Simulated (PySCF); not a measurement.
# C6H6ClF: the cost of one run

Computed with tblite 0.8.0 and PySCF 2.14.0; each step states its level. No surroundings beyond the atoms listed, unless a continuum is named. Atoms count from 0, parts from 1.

9 further runs of the same task are left out: 9 set aside as unsound or not needed.

### 1 The system as given

14 atoms, charge 0, multiplicity 1; geometry: GFN2-xTB. Parts: 1 = atoms 0–11, `Fc1ccccc1`, charge 0; 2 = atoms 12–13, `Cl`, charge 0.

### 2 NMR shieldings: PBE0/pcSseg-1

What the job is given:

```
{"job": {"kind": "nmr", "xc": "PBE0", "basis": "pcSseg-1", "pop": false, "iso": false}, "charge": 0, "multiplicity": 1, "parts": [{"atoms": "0-11", "charge": 0, "multiplicity": 1}, {"atoms": "12-13", "charge": 0, "multiplicity": 1}]}
F     -1.227290     2.242360    -0.209370
C     -0.588610     1.050760    -0.071260
C      0.789770     1.041950     0.013450
C      1.433270    -0.176810     0.141560
C      0.701850    -1.352320     0.180430
C     -0.680020    -1.317190     0.092500
C     -1.340560    -0.107180    -0.034060
H      1.338120     1.969560    -0.024650
H      2.510100    -0.205780     0.207340
H      1.210630    -2.299600     0.277490
H     -1.247910    -2.234730     0.118410
H     -2.415000    -0.054130    -0.107530
Cl    -1.188640     1.955820    -3.499180
H     -1.426090     2.494400    -2.365990
```

Level: GIAO PBE0/pcSseg-1 NMR shielding, non-relativistic, gas phase.

Command:

```console
> OMP_NUM_THREADS=1 python cluster_run.py task.json out
```

This one command runs all jobs of the session in turn.

Q: Estimate the wall time and peak memory of this first job on 1 thread of Intel Xeon 6975P-C, shared host.

About 15 s, with a peak of 0.79 GiB.
